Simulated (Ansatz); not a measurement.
The input, for Ansatz 0.2.0:

```yaml
crystal:
  periodic: [false, false, false]
  atoms:
    - {symbol: N, position_ang: [0.000000, 0.000000, 0.000000]}
    - {symbol: H, position_ang: [0.757410, 0.759924, 0.757244]}
    - {symbol: H, position_ang: [-0.760718, -0.754720, 0.759131]}
    - {symbol: H, position_ang: [-0.755665, 0.756454, -0.762444]}
    - {symbol: H, position_ang: [0.758973, -0.761658, -0.753931]}
basis:
  gaussian: {orbitals: cc-pVDZ}
total_charge: 1
hamiltonian: {xc: {name: B3LYP}}
```

```sh
$ ansatz run in.yaml --threads 1 --pin off --events-out ev --progress --plain --max-ram 2393MiB
```

The program prints:

```
430 factors; their error is unknown
mean field evaluation 1: about -1528.0854 eV, gradient 8.8e1 eV
mean field evaluation 2: about -1498.2305 eV, gradient 1.2e2 eV
mean field evaluation 4: about -1544.4815 eV, gradient 2.5e0 eV
mean field evaluation 8: about -1544.4945 eV, gradient 1.1e-2 eV
mean field evaluation 16: about -1544.4785 eV, gradient 3.9e-6 eV
mean field -1544.47851724 eV, -56.7585386233 hartree, gradient 3.9e-6 eV, S^2 0.000000; 0 other end points of the search recorded, 0 dependent functions left out
reference -1544.47867291 eV, -56.7585443443 hartree; 5, 5 occupied and 29, 29 virtual orbitals, 430 factors
Total energy: -1544.47867291 eV, -56.7585443443 hartree
```

Ran on 1 thread of Intel Xeon Platinum 8375C, shared host: 0.33 s wall, 0.15 GiB peak host memory.
